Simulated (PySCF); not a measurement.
This PySCF input asks for the NMR shieldings of `[SiH3]O[SiH3]`, H₆OSi₂; the geometry comes from PBE0-D3(BJ)/def2-TZVP.

```python
import basis_set_exchange as bse
import numpy as np
from pyscf import gto, dft
from pyscf.prop import nmr

atoms = """
Si   -1.543266   -0.220948    0.105259
O     0.067282   -0.337980    0.353152
Si    1.551730    0.221002   -0.039899
H    -1.857828    1.025687   -0.642436
H    -2.013536   -1.391636   -0.677458
H    -2.230656   -0.197075    1.419689
H     2.415226   -0.925449   -0.415956
H     1.457122    1.167871   -1.182906
H     2.142125    0.920330    1.128859
"""
names = dict.fromkeys(["Si", "O", "H"], "pcSseg-2")
basis = {el: gto.basis.parse(bse.get_basis(n, elements=[el], fmt="nwchem")) for el, n in names.items()}
mol = gto.M(atom=atoms, basis=basis, charge=0, verbose=0)
mf = dft.RKS(mol, xc="PBE0")
mf.grids.level = 2
mf.grids.alignment = dft.numint.BLKSIZE   # the property module wants whole blocks of grid points
mf.conv_tol = 1e-9
mf.kernel()

calc = nmr.RKS(mf)   # GIAO
C = mf.mo_coeff
Co = C[:, mf.mo_occ > 0]
resp = mf.gen_response(singlet=True, hermi=2)
def vind(x):   # induced exchange potential for any number of trial vectors
    d = np.einsum("pi,xij,qj->xpq", C, 2 * x.reshape(-1, C.shape[1], Co.shape[1]), Co, optimize=True)
    return np.einsum("xpq,pi,qj->xij", resp(d - d.transpose(0, 2, 1)), C, Co, optimize=True).ravel()
mo1, _ = nmr.rhf.solve_mo1(calc, with_cphf=vind)
sigma = calc.kernel(mo1)
for i, s in enumerate(sigma):   # ppm
    print("%2d %-2s %9.2f" % (i, mol.atom_pure_symbol(i), np.trace(s) / 3))
```

Task: What are the results?

Result: 
```
 0 Si    382.17
 1 O     328.44
 2 Si    382.10
 3 H      26.30
 4 H      26.31
 5 H      26.31
 6 H      26.31
 7 H      26.30
 8 H      26.32
```

These numbers come from an equivalent density-fitted implementation of the same equations, which agrees with the script to about 0.01 ppm for H and up to a few tenths of a ppm for heavy atoms, so last digits may differ.

Task: Turn these shieldings into chemical shifts. Chemical shifts δ = σref − σ; $^{29}$Si (342.20 ppm), $^{1}$H (31.52 ppm) against TMS; $^{17}$O (329.54 ppm) against H2O, all at this level.

Result: Averaging equivalent atoms: Si 0/2: -39.9; O 1: 1.1; H 3/4/5/6/7/8: 5.22 ppm. Experimental scales use liquid or dissolved standards, which lie at an offset from isolated H2O (liquid H2O: subtract about 36 ppm).

Size and cost of the density-fitted run: 206 basis functions, 10 s wall time on 1 thread of an Arm Neoverse V2, shared host; peak memory 1.1 GiB.
